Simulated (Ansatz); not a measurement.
Basis-set extrapolation for C4H6O2, SMILES `C/C=C(\O)C=O` (PBE0-D4/def2-TZVP geometry, frozen core, Ansatz). Multiplicity 1, RHF reference.

|  | def2-TZVPP | def2-QZVPP |
| --- | --- | --- |
| HF | -304.780905 | -304.794641 |
| MP2 correlation | -1.115806 | -1.195169 |
| CCSD(T) correlation | -1.194860 | not run |

Energies in hartree. Use E(X) = E(∞) + A·exp(−7.88·√X) for Hartree–Fock and E(X) = E(∞) + B·X^(−2.97) for correlation, with X = 3 and 4, and add CCSD(T) minus MP2 of the smaller set to the MP2 limit.

What is the CCSD(T) energy at the basis-set limit?

HF limit: -304.794641 + (-0.013736) × 0.13774 = -304.79653. MP2 limit: -1.195169 + (-0.079363) × 0.74074 = -1.25396. Higher-order term: -1.194860 − (-1.115806) = -0.07905. Total: -306.12954 hartree, 4.18 eV below CCSD(T)/def2-TZVPP.
